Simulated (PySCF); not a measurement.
Reaction (SMILES): PP (P2H4) + [H][H] (H2) → 2 P (PH3)
B3LYP-D3(BJ)/def2-TZVP geometries, fixed; electronic energies without zero-point terms.

Basis-set convergence of the energy of full hydrogenation at HF with PySCF. All functions are spherical. Density fitting with generated auxiliary sets. In sets without p functions on hydrogen, species with hydrogen take exact integrals. No added dispersion term, no relativity. Functions are those of the species that has most. Reference: the value in pcseg-3, -11.05 kcal/mol, itself unsure by roughly 0.04 kcal/mol (its mean distance from def2-QZVPP, cc-pV(Q+d)Z). Deviations are taken from unrounded values.

```tsv
basis	functions	energy of full hydrogenation (kcal/mol)	minus reference (kcal/mol)
STO-3G	22	-9.71	1.34
3-21G	34	-8.14	2.91
6-31G	34	-8.29	2.76
pcseg-0	34	-7.89	3.16
6-31G*	44	-11.94	-0.89
6-31+G*	52	-12.19	-1.14
pcseg-1	56	-12.96	-1.91
6-311G**	76	-13.15	-2.10
def2-SVPD	80	-12.56	-1.51
6-311+G**	84	-13.00	-1.95
aug-pcseg-1	90	-12.01	-0.96
aug-cc-pV(D+d)Z	100	-12.18	-1.13
cc-pV(T+d)Z	134	-11.00	0.05
jun-cc-pV(T+d)Z	152	-11.01	0.04
def2-TZVPPD	164	-11.07	-0.02
aug-pcseg-2	192	-11.08	-0.02
aug-cc-pV(T+d)Z	202	-10.95	0.10
pcseg-3	260	-11.05	0.00
```
